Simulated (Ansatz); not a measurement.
# CH5Al: the cost of one run

Method: PBE0-D4, def2-SVP first, then def2-TZVP; program: Ansatz 0.2.0, Gaussian basis.

114 further runs of the same task are left out: 114 set aside as unsound or not needed.

### 1 Starting geometry

The guess: 7 atoms, charge 0, spin multiplicity 1.

Atoms are counted from 1 here; the program's logs count them from 0.

Bond lengths: Al1–H3 1.565 Å, Al1–H4 1.621 Å, C2–H5 1.090 Å, C2–H6 1.104 Å, C2–H7 1.104 Å. Angles: H3–Al1–H4 150.0°, H5–C2–H6 110.1°, H5–C2–H7 110.0°, H6–C2–H7 107.4°.

As a file:

```xyz
7
CH5Al
Al   -0.63710    0.68790    1.11340
C     0.51980   -0.46130   -0.81070
H     0.67450    0.73390    0.26060
H    -1.54970    1.27200    2.31940
H     1.12710   -0.86440   -1.62130
H     0.32090   -1.24570   -0.06030
H    -0.45560   -0.12250   -1.20120
```

Distances that are to change: C2–H3 1.61 Å, Al1–C2 2.52 Å, Al1–H3 1.57 Å.

### 2 Relaxing the guess with the reacting distances held

Contents of hold/in.yaml:

```yaml
crystal:
  periodic: [false, false, false]
  atoms:
    - {symbol: Al, position_ang: [-0.637100, 0.687900, 1.113400]}
    - {symbol: C, position_ang: [0.519800, -0.461300, -0.810700]}
    - {symbol: H, position_ang: [0.674500, 0.733900, 0.260600]}
    - {symbol: H, position_ang: [-1.549700, 1.272000, 2.319400]}
    - {symbol: H, position_ang: [1.127100, -0.864400, -1.621300]}
    - {symbol: H, position_ang: [0.320900, -1.245700, -0.060300]}
    - {symbol: H, position_ang: [-0.455600, -0.122500, -1.201200]}
basis:
  gaussian: {orbitals: def2-SVP}
hamiltonian: {xc: pbe0, dispersion: d4}
relax: {f_tol: 0.04, max_steps: 150, escape_saddle: false, constraints: [{distance: [1, 2]}, {distance: [0, 1]}, {distance: [0, 2]}]}
```

The run is started by

```console
> ansatz run in.yaml --threads 2 --pin off --events-out ev --progress --plain --max-ram 4352MiB
```

**Question.** How long does this run take on 2 threads of Intel Xeon Platinum 8375C at 2.90GHz, shared host?

About 21 s.
